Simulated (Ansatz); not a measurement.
Molecule: C3H7, net charge 0, doublet state. It need not be the lowest isomer of its formula. SMILES: C[CH]C
Geometry: optimised at B3LYP-D3(BJ)/def2-TZVP (Ansatz, a quantum-chemistry and plane-wave program).

Parts of the frozen-core correlation energy in STO-3G (Ansatz, hartree). Frozen orbitals: 3; correlated occupied orbitals by spin: 10 and 9; virtual: 9 and 10. UHF or UKS for open shells. Spin-orbit coupling is left out. No relativistic terms.

```csv
term,value
reference (HF),-116.24673
MP2 opposite-spin,-0.12565
MP2 same-spin,-0.01295
CCSD correlation,-0.19066
(T),-0.00101
T1 diagnostic,0.005
largest doubles amplitude,0.046
<S^2> of the reference,0.766
```
